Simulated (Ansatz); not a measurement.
C4H4F2 (`C=C(F)/C=C/F`). The species carries charge 0 and has multiplicity 1. The structure was optimised at the PBE0-D4/def2-TZVP level. It is one conformer, not always the lowest.

```xyz
10

C     1.880    0.029   -0.092
C     0.593    0.036   -0.416
F     0.240    0.120   -1.711
C    -0.526   -0.040    0.493
C    -1.787   -0.027    0.083
F    -2.796   -0.098    0.948
H     2.173   -0.039    0.945
H     2.644    0.090   -0.854
H    -0.306   -0.110    1.552
H    -2.114    0.040   -0.947
```

(1) What is the dipole moment at ωB97M-V/def2-TZVPP? (Estimate.)

(2) And with PBE, r2SCAN, B3LYP? (An estimate is asked.)

(3) Give the Mulliken charges with ωB97M-V, r2SCAN, PBE in def2-TZVPP. (Best estimate.)

## Answers

(1) Computed: 0.88 D, with components (0.74, -0.02, 0.48) D in this frame, pointing from negative to positive charge.

(2) Computed: PBE 0.78 D, r2SCAN 0.81 D, B3LYP 0.93 D.

(3) Computed: 
```csv
atom,ωB97M-V,r2SCAN,PBE
C1,-0.25,-0.23,-0.24
C2,0.23,0.25,0.21
F3,-0.21,-0.21,-0.17
C4,-0.12,-0.13,-0.13
C5,0.10,0.14,0.08
F6,-0.18,-0.19,-0.14
H7,0.10,0.08,0.09
H8,0.11,0.10,0.10
H9,0.10,0.08,0.09
H10,0.12,0.11,0.10
```

B3LYP here is the variant with VWN-RPA as its local correlation; programs differ in this.
